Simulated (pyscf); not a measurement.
Elementary routes open to F–Ti(Cl)(Cl)–Cl + H₂ in the gas phase (singlet surface):
A. F–TiH(Cl)–Cl + HCl (Cl–Ti, H–H broken; H–Ti, Cl–H formed)
B. Cl–TiH(Cl)–Cl + HF (F–Ti, H–H broken; H–Ti, F–H formed)

Structures and frequencies: ωB97X-D3(BJ)/def2-SVP in PySCF.

Q: Rank the routes by free-energy barrier at 1200 K, lowest first, for ωB97M-D3(BJ)/def2-TZVP energies (ideal gas, 1 atm, RRHO with modes under 100 cm⁻¹ raised to 100, one conformer, R ln 2 for chiral ones without a mode under 150 cm⁻¹).

A: A (312.1 kJ/mol), B (323.8 kJ/mol)

Route A is the fastest of these, ahead of the next by 11.7 kJ/mol. The most stable products are those of A (ΔG = +108.4 kJ/mol), so kinetics and thermodynamics agree. At 298 K A is still the fastest. B: On the product side the descent ends in an adduct with a F–Ti contact, 15.9 kJ/mol under the separated species and 17.5 kJ/mol under the saddle at ωB97X-D3(BJ)/def2-TZVP. Only these routes are compared; each barrier is that of the saddle found, and lower ones may exist.
